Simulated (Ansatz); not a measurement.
Relaxation of Al₂H₆O (9 atoms, charge 0, multiplicity 1), to a largest force component of 0.03 eV/Å in at most 50 steps.

All numbers below come from Ansatz 0.2.0, RKS PBE0-D4/def2-SVP.

```xyz
9
Properties=species:S:1:pos:R:3
Al 0.186 0.449 -0.076
H -0.334 0.180 1.385
H 1.669 0.962 -0.310
H -0.846 0.295 -1.277
O 0.111 -2.384 0.788
Al -0.851 -3.650 0.134
H -0.087 -4.682 -0.778
H -2.397 -3.697 0.483
H -0.224 -1.683 1.392
```

Question: Where does it end, and by what steps?

Answer: It converged. After 19 steps the energy has fallen by 1.832 eV; H4 moved furthest, 1.52 Å. Joined: Al1–O5 (2.96 → 1.86 Å), Al1–Al6 (4.23 → 2.74 Å), H4–Al6 (4.19 → 1.75 Å).

```tsv
step	energy less start (eV)	largest force component (eV/Å)	accepted
0	0.0000	1.016	yes
1	-0.1395	1.103	yes
2	-0.3697	1.421	yes
3	-0.5278	1.235	yes
4	-0.6286	0.718	yes
5	-0.6986	0.377	yes
6	-0.7708	0.166	yes
7	-0.8354	0.283	yes
8	-0.9202	0.269	yes
9	-1.0288	0.327	yes
10	-1.2177	0.508	yes
11	-1.4793	0.516	yes
12	-1.6898	0.410	yes
13	-1.7610	0.321	yes
14	-1.8095	0.176	yes
15	-1.7775	0.526	no
16	-1.8234	0.061	yes
17	-1.8278	0.290	yes
18	-1.8283	0.471	yes
19	-1.8318	0.014	yes
```

```xyz
9
Properties=species:S:1:pos:R:3
Al 0.109 -0.256 0.222
H -0.898 0.765 0.899
H 1.536 0.131 -0.347
H -0.745 -1.192 -0.984
O 0.106 -1.905 1.089
Al -0.858 -2.774 -0.246
H 0.030 -3.789 -1.078
H -2.359 -3.039 0.192
H 0.309 -2.151 1.994
```

Whether the end is a true minimum wasn't checked by a vibrational analysis.

Time of the run: 61 s on 1 thread of Intel(R) Xeon(R) Platinum 8259CL CPU @ 2.50GHz (Skylake/Cascade Lake), with other jobs on the host, peak memory 0.17 GiB.
